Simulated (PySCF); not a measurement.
# Vibration and rotation of CCl

UHF-CCSD(T) constants of CCl, ²Π (doublet), unpaired electrons π ↑ (PySCF, no relativity, basis sets C def2-TZVPP, Cl def2-TZVPP; masses 12.0000 and 34.9689 u):

| Item | Value |
| --- | --- |
| ωe | 873.1 cm⁻¹ |
| ωexe | 5.33 cm⁻¹ |
| Be | 0.6881 cm⁻¹ |
| αe | 0.00673 cm⁻¹ |
| D (centrifugal) | 1.71e-06 cm⁻¹ |
| De to C + Cl | 4.00 eV |

**Question.** Give the vibrational terms G(v) and spacings up to v = 6.

**Answer.** G(v) = ωe(v+½) − ωexe(v+½)².

```csv
v,G(v) (cm⁻¹),G(v) − G(v−1),Bv (cm⁻¹)
0,435,,0.6847
1,1298,862,0.6780
2,2149,852,0.6713
3,2991,841,0.6645
4,3821,830,0.6578
5,4641,820,0.6511
6,5450,809,0.6444
```

**Question.** How well does the Morse estimate ωe²/(4ωexe) reproduce De, and what is D0?

**Answer.** It gives 4.43 eV, 111 % of the computed De. D0 = De − G(0) = 4.00 − 0.05 = 3.95 eV.

Correlated steps freeze 6 core orbitals. The state is the lowest determinant that a PBE0 search found; another state may lie lower at other levels.
